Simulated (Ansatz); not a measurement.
# α-phase B

The numbers are results of r²SCAN (Ansatz, a program for electronic structure, PAW), not measurements.

Settings: plane-wave cutoff 600 eV, 10×10×10 k mesh, finite displacements, scalar-relativistic PAW data made under PBE.

Cell (relaxed at this level):

B has the trigonal space group R-3m, hexagonal axes (No. 166), Pearson symbol hR12. Cell: a = b = 4.8986 Å, c = 12.5141 Å, α = β = 90.00°, γ = 120.00°. B1 on 18h has 6 B at 1.667–1.795 Å. B2 on 18h is surrounded by 5 B at 1.772–1.795 Å and 2 B at 2.015 Å. (Neighbours: up to the widest gap in distance over summed covalent radii, below 1.35, at either atom.)
(The calculation used a cell of 12 atoms; values per cell refer to that cell.)

```yaml
electronic dielectric constant ε∞ (mean over three axes): 9.02
dielectric constant ε0 (ions relaxed) (mean over three axes): 9.18
```

The result took roughly 30 core-minutes.
